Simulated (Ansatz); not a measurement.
A calculation with Ansatz (development build ahead of 0.2.0).

```yaml
crystal:
  periodic: [false, false, false]
  atoms:
    - { symbol: P, position_ang: [0.0, 0.0, -0.76859] }
    - { symbol: F, position_ang: [0.0, 0.0, 0.76859] }
basis:
  gaussian: { orbitals: def2-SVP }
total_charge: 1
magnetization:
  initial_magnetization: 1
hamiltonian:
  xc: hf
correlation:
  method: ccsd_t
  frozen_orbitals: { F: 1, P: 5 }
scf:
  omitted_lower_state_checks: [stability, starts, atomic_configurations, cluster_reference, orbital_swaps, given_window_search, neighbouring_geometries, increment]
```

The input is written out in the form of the current development build from the run's settings. Correlation on restricted open-shell orbitals is semicanonical, with singles.

The run gave:

```yaml
Converged: yes
Reference_energy: -439.61866 hartree
Correlation_energy: -0.29083 hartree
Total_energy: -439.90949 hartree
```
